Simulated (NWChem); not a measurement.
System: C2H6OS cation, doublet; SMILES of the neutral closed-shell parent CS(=O)C

Input file for NWChem:

```
start job
memory heap 200 mb stack 900 mb global 1100 mb
charge 1
geometry units angstroms noautosym nocenter noautoz
  C      0.770743     0.197548     1.460655
  S     -0.110566    -0.328859     0.000000
  C      0.770743     0.197548    -1.460655
  O     -1.511674     0.194646     0.000000
  H      0.156664    -0.121983     2.315835
  H      1.744182    -0.314908     1.467284
  H      0.879388     1.292530     1.431298
  H      0.879388     1.292530    -1.431298
  H      0.156664    -0.121983    -2.315835
  H      1.744182    -0.314908    -1.467284
end
basis spherical
  C library iglo-ii
  S library iglo-ii
  O library iglo-ii
  H library iglo-ii
end
dft
  odft
  mult 2
  xc xcamb88 1.00 lyp 0.81 vwn_5 0.19 hfexch 1.00
  cam 0.33 cam_alpha 0.19 cam_beta 0.46
  iterations 150
end
property
  hyperfine
end
task dft property
```

In the optimisation the excess spin sits in a' (Cs, its own frame). The geometry was optimised at PBE0/def2-SVP, spin-unrestricted. The spin multiplicity was typed, not searched, and may not be the lowest. No stability test was run on the SCF state.

Fermi-contact couplings, non-relativistic, static geometry.

Atoms are numbered as in the input.

Task: What results follow from this input? (CAM-B3LYP/IGLO-II, spin-unrestricted, contact and dipolar terms.) Quantities: A(iso) 33S atom 2 (MHz); A(iso) 13C atom 3 (MHz); A(iso) 17O atom 4 (MHz); A(iso) 1H atom 8 (MHz); A(iso) 1H atom 9 (MHz); A(iso) 1H atom 10 (MHz); <S²>.

Result: The A(iso) 33S atom 2 (MHz) is 113 and the A(iso) 13C atom 3 (MHz) is 18.6. The A(iso) 17O atom 4 (MHz) is -18.4, the A(iso) 1H atom 8 (MHz) is 41.1 and the A(iso) 1H atom 9 (MHz) comes out as -2.3. The A(iso) 1H atom 10 (MHz) is -6.0 and the <S²> is 0.758.
